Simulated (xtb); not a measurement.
xtb input (GFN1-xTB):

```bash
xtb mol.xyz --gfn 1 --sp --chrg -1 --uhf 0
```
mol.xyz:
```
12

C     -0.02784272     0.07672693     0.05477787
C     -0.08889168     0.83888068     1.33004228
C     -0.01253030    -0.71527917     1.30288250
C      0.75721562     0.00668667    -1.21024639
C     -0.77765176     0.01327665    -1.22694930
H      0.91531343     1.23209040     1.56079430
H     -0.90142096    -1.28826233     1.58274551
H      0.91258719    -1.26192393     1.51820960
H      1.25888284    -0.91323288    -1.50845941
H      1.26283121     0.90616505    -1.55641461
H     -1.27312957    -0.91059355    -1.51956341
H     -1.27685927     0.91400673    -1.58035391
```

End of the output:

```
         :::::::::::::::::::::::::::::::::::::::::::::::::::::
         ::                     SUMMARY                     ::
         :::::::::::::::::::::::::::::::::::::::::::::::::::::
         :: total energy             -14.421870221017 Eh    ::
         :: gradient norm              0.027725301663 Eh/a0 ::
         :: HOMO-LUMO gap              4.609198740654 eV    ::
         ::.................................................::
         :: SCC energy               -14.621758180671 Eh    ::
         :: -> electrostatic           0.123520713140 Eh    ::
         :: repulsion energy           0.203530055039 Eh    ::
         :: dispersion energy         -0.003642095385 Eh    ::
         :: halogen bond corr.         0.000000000000 Eh    ::
         :: add. restraining           0.000000000000 Eh    ::
         :: total charge              -1.000000000000 e     ::
         :::::::::::::::::::::::::::::::::::::::::::::::::::::

           -------------------------------------------------
          |                Property Printout                |
           -------------------------------------------------

    * Orbital Energies and Occupations

         #    Occupation            Energy/Eh            Energy/eV
      -------------------------------------------------------------
         1        2.0000           -0.4602149             -12.5231
         2        2.0000           -0.4133942             -11.2490
         3        2.0000           -0.4120969             -11.2137
         4        2.0000           -0.3751321             -10.2079
         5        2.0000           -0.3650495              -9.9335
         6        2.0000           -0.3429968              -9.3334
         7        2.0000           -0.3137874              -8.5386
         8        2.0000           -0.3060085              -8.3269
         9        2.0000           -0.2837143              -7.7203
        10        2.0000           -0.2561423              -6.9700
        11        2.0000           -0.2343064              -6.3758
        12        2.0000           -0.1975551              -5.3757
        13        2.0000           -0.1893908              -5.1536
        14        2.0000           -0.1034616              -2.8153 (HOMO)
        15                          0.0659234               1.7939 (LUMO)
        16                          0.0722713               1.9666
        17                          0.0946095               2.5745
Note: The following floating-point exceptions are signalling: IEEE_DENORMAL
normal termination of xtb
        18                          0.1092149               2.9719
        19                          0.1269575               3.4547
        20                          0.1292848               3.5180
        21                          0.1481122               4.0303
        22                          0.1579536               4.2981
        23                          0.1856131               5.0508
        24                          0.3385157               9.2115
        25                          0.3625159               9.8646
       ...                                ...                  ...
        34                          0.6680663              18.1790
      -------------------------------------------------------------
                  HL-Gap            0.1693849 Eh            4.6092 eV
             Fermi-level           -0.0187691 Eh           -0.5107 eV

  Mulliken/CM5 charges         n(s)   n(p)   n(d)
     1C     0.06435  0.04337   1.001  2.934  0.000
     2C    -0.55387 -0.60556   1.277  3.277  0.000
     3C    -0.05651 -0.15508   0.976  3.081  0.000
     4C    -0.10395 -0.20606   0.992  3.112  0.000
     5C    -0.10203 -0.20388   0.991  3.111  0.000
     6H    -0.04563  0.00819   1.046  0.000  0.000
     7H    -0.06034 -0.00726   1.060  0.000  0.000
     8H    -0.05487 -0.00195   1.055  0.000  0.000
     9H    -0.02557  0.02807   1.026  0.000  0.000
    10H    -0.01790  0.03603   1.018  0.000  0.000
    11H    -0.02568  0.02824   1.026  0.000  0.000
    12H    -0.01800  0.03589   1.018  0.000  0.000

Wiberg/Mayer (AO) data.
largest (>0.10) Wiberg bond orders for each atom

 ---------------------------------------------------------------------------
     #   Z sym  total        # sym  WBO       # sym  WBO       # sym  WBO
 ---------------------------------------------------------------------------
     1   6 C    3.898 --     2 C    1.000     3 C    0.982     5 C    0.953
                             4 C    0.943
     2   6 C    3.090 --     6 H    1.010     1 C    1.000     3 C    0.943
     3   6 C    3.919 --     1 C    0.982     7 H    0.980     8 H    0.974
                             2 C    0.943
     4   6 C    3.921 --    10 H    0.982     9 H    0.981     5 C    0.951
                             1 C    0.943
     5   6 C    3.923 --    11 H    0.982    12 H    0.981     1 C    0.953
                             4 C    0.951
     6   1 H    1.038 --     2 C    1.010
     7   1 H    1.034 --     3 C    0.980
     8   1 H    1.012 --     3 C    0.974
     9   1 H    1.013 --     4 C    0.981
    10   1 H    1.015 --     4 C    0.982
    11   1 H    1.013 --     5 C    0.982
    12   1 H    1.016 --     5 C    0.981
 ---------------------------------------------------------------------------

Topologies differ in total number of bonds
Writing topology from bond orders to xtbtopo.mol

 dipole moment from electron density (au)
     X       Y       Z
   0.5905  -1.1709  -1.8231  total (Debye):    5.708

           -------------------------------------------------
          | TOTAL ENERGY              -14.421870221017 Eh   |
          | GRADIENT NORM               0.027725301663 Eh/α |
          | HOMO-LUMO GAP               4.609198740654 eV   |
           -------------------------------------------------

------------------------------------------------------------------------
------------------------------------------------------------------------
 total:
 SCF:
```

It need not be the lowest isomer of its formula. Whether it binds its extra electron was not tested at this geometry.
